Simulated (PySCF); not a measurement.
Here is a computed PBE0-D3(BJ)/def2-SVP geometry (Å):
```
atom  x, y, z in Å
C1     2.068    0.408   -0.042
N2     0.919    0.178   -0.023
C3    -0.461   -0.098    0.000
H4    -0.720   -0.811   -0.796
H5    -0.745   -0.534    0.969
H6    -1.037    0.827   -0.153
```

Neutral, closed shell.

**Question.** Which heavy atoms are bonded, and with what formal order?

**Answer.** C1–N2 1.17 Å (triple); N2–C3 1.41 Å (single). Bonds to hydrogen (Å): C3–H4 1.10; C3–H5 1.10; C3–H6 1.10. The orders are those of one drawing; other resonance forms can be drawn.

**Question.** Give the structure as a SMILES string.

**Answer.** `[C-]#[N+]C`, C2H3N.

**Question.** What is the point group of this geometry?

**Answer.** C3v (tolerance 0.08 Å).

**Question.** Classify the heavy atoms.

**Answer.** C1: isocyanide carbon; N2: isocyanide nitrogen; C3: N-methyl carbon.

**Question.** What is the arrangement about N2?

**Answer.** It has 2 neighbours (C1, C3) and is linear (angle 179.9°).

**Question.** What is the arrangement about C3?

**Answer.** It has 4 neighbours (N2, H4, H5, H6) and is tetrahedral (angles from 108.7° to 110.2°).
